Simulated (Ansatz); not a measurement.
Results of LDA in Ansatz (PAW) for solid CO2 (dry ice).

Settings: plane-wave cutoff 520 eV, 6×6×6 k mesh, Fermi–Dirac smearing 0.01 eV, scalar-relativistic PAW data made under PBE.

Cell (measured lattice):

```cif
data_C4O8
_chemical_formula_sum 'C4 O8'
_space_group_name_H-M_alt 'P 1'
_space_group_IT_number 1
_cell_length_a 5.56000
_cell_length_b 5.56000
_cell_length_c 5.56000
_cell_angle_alpha 90.000
_cell_angle_beta 90.000
_cell_angle_gamma 90.000
loop_
_space_group_symop_operation_xyz
  'x, y, z'
loop_
_atom_site_label
_atom_site_type_symbol
_atom_site_fract_x
_atom_site_fract_y
_atom_site_fract_z
_atom_site_occupancy
C1 C 0.00000 0.50000 0.50000 1
C2 C 0.50000 0.00000 0.50000 1
C3 C 0.00000 0.00000 0.00000 1
C4 C 0.50000 0.50000 0.00000 1
O1 O 0.88002 0.61998 0.38002 1
O2 O 0.38002 0.88002 0.61998 1
O3 O 0.88002 0.88002 0.88002 1
O4 O 0.11998 0.11998 0.11998 1
O5 O 0.61998 0.38002 0.88002 1
O6 O 0.61998 0.11998 0.38002 1
O7 O 0.38002 0.61998 0.11998 1
O8 O 0.11998 0.38002 0.61998 1
```

Task: Predict the band gap.

Result: 
* **band gap**: 6.64 eV (direct)

Note: cell and atoms aren't relaxed at this level (largest force component 0.37 eV/Å, pressure 0.4 GPa).

Computed values are for the static lattice.

Ansatz is a program for electronic structure.
